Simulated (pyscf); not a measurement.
methane (CH₄) + GaH₂• -> H₃C–GaH₂ + H atom (H•), a substitution at C (doublet surface; C–H broken, C–Ga formed). PySCF, gas phase, ωB97X-D3(BJ)/def2-SVP geometries. Correlated levels are frozen-core, on RHF or UHF. ΔMP2 is the change of the MP2 total energy from the triple- to the quadruple-zeta basis. Energies in eV from the separated reactants.

Small-basis levels: PySCF, no dispersion term, spherical d functions. AM1 to PM7: differences of heats of formation from MOPAC. Open shells are spin-unrestricted. 

```csv
level,barrier,reaction energy
HF/6-31G*+LANL2DZ,2.96,+1.42
MP2/6-31G*+LANL2DZ,2.68,+1.28
SVWN5/6-31G*+LANL2DZ,1.66,+1.52
B3LYP/3-21G,1.74,+0.96
B3LYP/6-31G*+LANL2DZ,?,+1.61
PBE/def2-SVP,?,+1.37
PM3,1.15,+2.16
CCSD(T)/def2-TZVPP + ΔMP2(QZVPP),?,+1.31
```

Question: Complete the blanks.

Answer: 
- B3LYP/6-31G*+LANL2DZ, barrier: 2.29
- PBE/def2-SVP, barrier: 1.84
- CCSD(T)/def2-TZVPP + ΔMP2(QZVPP), barrier: 2.17

Against the last row the barrier runs from -1.01 (PM3) to +0.80 eV (HF/6-31G*+LANL2DZ). At PM3 this geometry lies under one side, so the entry may be no barrier of that level: it is a single point on another level's saddle. CCSD(T)/def2-TZVPP + ΔMP2(QZVPP) has limits of its own. The same reactants have a lower exit, to GaH₃ + CH₃• (barrier +1.44 eV at ωB97M-D3(BJ), against +2.30 eV here). One saddle was located; it need not be the lowest between these sides. The angle at the attacked C is 162°. The CCSD(T) − MP2 part came from Ansatz, without density fitting, on the same reference. The frozen core leaves the outer d or s,p core shells of the metals and heavy elements correlated in the MP2 and CC values, and def2-TZVPP describes them poorly, which can shift differences by a few kcal/mol. In the def2 sets elements up to Kr have no core potential.
